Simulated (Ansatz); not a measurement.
Basis-set extrapolation for water (`O`) (PBE0-D4/def2-TZVP geometry, frozen core, Ansatz 0.2.0). Multiplicity 1, RHF reference.

|  | cc-pV(T+d)Z | cc-pV(Q+d)Z |
| --- | --- | --- |
| HF | -76.057012 | -76.064676 |
| MP2 correlation | -0.261584 | -0.282926 |
| CCSD(T) correlation | -0.275149 | -0.295091 |

Energies in hartree. Use E(X) = E(∞) + A·exp(−5.46·√X) for Hartree–Fock and E(X) = E(∞) + B·X^(−3.05) for correlation, with X = 3 and 4.

Question: What is the CCSD(T) energy at the basis-set limit?

Answer: HF limit: -76.064676 + (-0.007664) × 0.30130 = -76.06699. Correlation limit: -0.295091 + (-0.019942) × 0.71189 = -0.30929. Total: -76.37628 hartree, 27.7 kcal/mol below CCSD(T)/cc-pV(T+d)Z.
